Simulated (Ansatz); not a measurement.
# BN (triplet): the correlation ladder, def2-QZVPP

One table from this session's results is given with a row withheld; the runs are named, their logs left out.

Computed with Ansatz 0.2.0, Gaussian basis. Level: def2-QZVPP, core rule «outside noble gas», up to 2 orbitals frozen.

To be run: UHF; ROHF; CCSD(T) on UHF.

2 further runs of the same task are left out: 2 set aside as unsound or not needed.

## What is computed

The geometry is a PBE0/def2-TZVP stationary point (not a proven minimum) of the parent state, kept for this charge and spin.

2 atoms, charge 0, spin multiplicity 3.

Atoms are counted from 1 here; the program's logs count them from 0.

Bond lengths: B1–N2 1.262 Å.

The first run:

in.yaml

```yaml
crystal:
  periodic: [false, false, false]
  atoms:
    - {symbol: B, position_ang: [0.000000, 0.000000, 0.000000]}
    - {symbol: N, position_ang: [0.000000, 0.000000, 1.261538]}
basis:
  gaussian: {orbitals: "def2-QZVPP.json"}
magnetization: {spin_polarized: true, initial_magnetization: 2}
hamiltonian: {xc: hf}
output: {orbitals: {seedname: orbitals}}
```

Launch:

```bash
ansatz run in.yaml --threads 1 --pin off --events-out ev --progress --plain --max-ram 2393MiB
```

Among the steps run: UHF; ROHF; CCSD(T) on UHF.

One of the session's tables, all rows but one given; the rest of the session is left out.

It belongs to the step «Misses and costs». 

| method | from UCCSD(T) (kJ/mol) |
| --- | --- |
| ROHF | +694.5 |
| UHF | +683.0 |
| UMP2 | ? |
| UCCSD | +33.0 |
| UCCSD(T) | 0 |

**Question.** Estimate the row for UMP2.

The run gave: from UCCSD(T) (kJ/mol): +75.3. In the column «from UCCSD(T) (kJ/mol)» it lies between UCCSD (+33.0) and UHF (+683.0).
